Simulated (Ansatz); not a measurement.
A run of Ansatz (development build ahead of 0.2.0) on triplet B2 at this shape:

```xyz
2

B     0.0000    0.0000    0.0000
B     0.0000    0.0000    2.3700
```

Its results:

```json
{
  "Converged": "yes",
  "Reference energy": "-49.01944 hartree",
  "Correlation energy": "-0.08060 hartree",
  "Total energy": "-49.10004 hartree",
  "Spin squared of the determinant": "2.210",
  "Stability test": "minimum"
}
```

Forces (eV/Å):
```
atom     Fx     Fy      Fz
  B1  0.000  0.000   1.809
  B2  0.000  0.000  -1.809
```

(1) Which input gives this output? Name the method, the orbitals and the basis set, and write the input.

Results:

(1) UHF-MP2 in def2-SVP.

```yaml
crystal:
  periodic: [false, false, false]
  atoms:
    - { symbol: B, position_ang: [0.0, 0.0, 0.0] }
    - { symbol: B, position_ang: [0.0, 0.0, 2.37] }
basis:
  gaussian: { orbitals: def2-SVP }
magnetization:
  spin_polarized: true
  initial_magnetization: 2
hamiltonian:
  xc: hf
correlation:
  method: mp2
  frozen_orbitals: { B: 1 }
output:
  forces: true
```

Caution: bonds are stretched, where a single reference can fail; the unrestricted determinant is spin contaminated.
